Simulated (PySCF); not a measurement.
Job file and geometry (Å, from PBE0-D3(BJ)/def2-SVP) of an NMR shielding run on `InChI=1S/C4H8O/c5-3-4-1-2-4/h4-5H,1-3H2`, GIAO WP04/pcSseg-2 NMR shielding, non-relativistic, gas phase in PySCF 2.14.0, density-fitted response routines; density fitting, a coarse starting grid and PySCF grid level 2 are the driver's defaults:

```
$ OMP_NUM_THREADS=1 python probes_run.py task.json out

{"job": {"kind": "nmr", "xc": "WP04", "basis": "pcSseg-2", "pop": false}, "charge": 0, "multiplicity": 1}
O      2.037894    -0.844363    -0.663219
C      1.319947     0.218365    -0.098653
C     -0.130561     0.217748    -0.495593
C     -1.097770    -0.662479     0.248742
C     -1.161365     0.828001     0.402705
H      1.555450    -1.653241    -0.460093
H      1.386437     0.222938     1.010686
H      1.808065     1.143633    -0.445592
H     -0.297055     0.313965    -1.574129
H     -0.716956    -1.242583     1.096223
H     -1.887341    -1.163708    -0.316842
H     -0.821042     1.256288     1.350404
H     -1.995700     1.365423    -0.054635
```

**Question.** What does the program print?

**Answer.** 
```
coarse grid: 10392 points
cycle   1  E = -237.9005198579  dE =  5.509e-01  |g| = 9.975e-01  |ddm| = 2.218e+00
cycle   2  E = -237.6016667178  dE =  2.989e-01  |g| = 1.577e+00  |ddm| = 2.532e+00
cycle   3  E = -238.0859984126  dE = -4.843e-01  |g| = 1.646e-01  |ddm| = 2.079e+00
cycle   4  E = -238.0900687419  dE = -4.070e-03  |g| = 8.028e-02  |ddm| = 1.535e-01
cycle   5  E = -238.0915900280  dE = -1.521e-03  |g| = 1.036e-02  |ddm| = 6.059e-02
cycle   6  E = -238.0916093653  dE = -1.934e-05  |g| = 3.298e-03  |ddm| = 9.605e-03
cycle   7  E = -238.0916116072  dE = -2.242e-06  |g| = 9.539e-04  |ddm| = 2.759e-03
final grid: 99016 points
cycle   8  E = -238.0962807406  dE = -1.801e-04  |g| = 9.019e-03  |ddm| = 8.852e-02
cycle   9  E = -238.0962663111  dE =  1.443e-05  |g| = 1.192e-02  |ddm| = 1.422e-02
cycle  10  E = -238.0962997823  dE = -3.347e-05  |g| = 1.389e-03  |ddm| = 8.459e-03
cycle  11  E = -238.0963000194  dE = -2.371e-07  |g| = 7.769e-04  |ddm| = 1.473e-03
cycle  12  E = -238.0963001247  dE = -1.053e-07  |g| = 9.594e-05  |ddm| = 5.180e-04
cycle  13  E = -238.0963001263  dE = -1.590e-09  |g| = 3.425e-05  |ddm| = 8.309e-05
cycle  14  E = -238.0963001266  dE = -2.492e-10  |g| = 5.745e-06  |ddm| = 2.436e-05
converged SCF energy = -238.0963001266

GIAO shielding tensors (ppm)
atom      isotropic    diamagn.    paramagn.     s11        s22        s33       span
  0 O      273.091     383.078    -109.987    230.679    276.529    312.064     81.385
  1 C       98.159     237.949    -139.790     67.737     92.665    134.074     66.336
  2 C      153.359     247.965     -94.606    115.519    143.781    200.777     85.258
  3 C      166.332     251.146     -84.814    132.963    159.755    206.277     73.314
  4 C      167.033     250.288     -83.256    139.070    161.271    200.757     61.686
  5 H       31.141      32.036      -0.895     22.239     30.569     40.615     18.376
  6 H       29.123      31.512      -2.389     23.923     30.602     32.845      8.921
  7 H       27.754      28.815      -1.060     23.181     28.366     31.716      8.535
  8 H       30.557      31.645      -1.089     25.000     28.267     38.402     13.402
  9 H       31.487      32.957      -1.470     26.786     28.406     39.267     12.482
 10 H       31.123      30.983       0.140     25.857     27.204     40.307     14.450
 11 H       31.398      32.079      -0.681     25.983     28.824     39.385     13.402
 12 H       31.061      30.247       0.814     25.788     27.106     40.289     14.501
```

**Question.** Turn these shieldings into chemical shifts. Shifts are taken against calculated references (same method and geometry level): $^{17}$O (σ = 314.06 ppm) vs H2O; $^{13}$C (σ = 172.10 ppm) and $^{1}$H (σ = 31.61 ppm) vs TMS.

**Answer.** Averaging equivalent atoms: O 0: 41.0; C 1: 73.9; C 2: 18.7; C 3/4: 5.4; H 6/7: 3.17; H 8: 1.05; H 10/12: 0.52; H 5: 0.47; H 9/11: 0.17 ppm. Experimental scales use liquid or dissolved standards, which lie at an offset from isolated H2O (liquid H2O: subtract about 36 ppm).

Size and cost of the density-fitted run: 292 basis functions, 53 s wall time on 1 thread of an Arm Neoverse V1, shared host.
